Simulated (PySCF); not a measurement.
**SiP: frontier orbitals**

r²SCAN at R = 2.081 Å; Si def2-SVP, P def2-SVP; no relativity (PySCF 2.14). State: ²Π (doublet), unpaired electrons π ↑. Only the outer orbitals are listed, counted within each symmetry.

```tsv
spin	orbital	occ.	ε (eV)	on Si (%)	main shells (%)
α	7σ	1	-16.10	27	68 P s, 21 Si s
α	8σ	1	-10.44	60	60 Si s, 26 P s, 14 P p
α	3π	1	-7.35	30	69 P p, 29 Si p
α	3π	1	-6.40	34	66 P p, 32 Si p
α	9σ	1	-6.30	54	43 P p, 38 Si p, 15 Si s
α	4π	0	-3.35	70	70 Si p, 29 P p
α	4π	0	-2.71	67	67 Si p, 32 P p
α	10σ	0	1.35	81	66 Si p, 24 P p, 9 Si d
β	7σ	1	-15.14	32	63 P s, 25 Si s
β	8σ	1	-9.97	58	56 Si s, 28 P s, 14 P p
β	3π	1	-6.17	40	60 P p, 38 Si p
β	9σ	1	-6.16	53	43 P p, 39 Si p, 13 Si s
β	3π	0	-5.42	44	56 P p, 43 Si p
β	4π	0	-2.64	61	61 Si p, 38 P p
β	4π	0	-2.21	57	56 Si p, 42 P p
```

Problem. Which are the highest filled and the lowest empty level, where do they sit, and how wide is the gap?

Solution. Highest filled β 9σ at -6.16 eV (in %: 43 P p, 39 Si p, 13 Si s); lowest empty β 3π at -5.42 eV (in %: 56 P p, 43 Si p); the gap at r²SCAN is 0.74 eV.

```json
{
  "bond order (Mayer)": "2.24",
  "⟨S²⟩": "0.758",
  "charge on Si (Mulliken, basis-dependent)": "0.12",
  "charge on Si (Löwdin, basis-dependent)": "0.03",
  "dipole moment (positive dipole means Si(−)P(+))": "-0.69 D"
}
```

The state is the lowest determinant that a PBE0 search found; another state may lie lower at other levels.
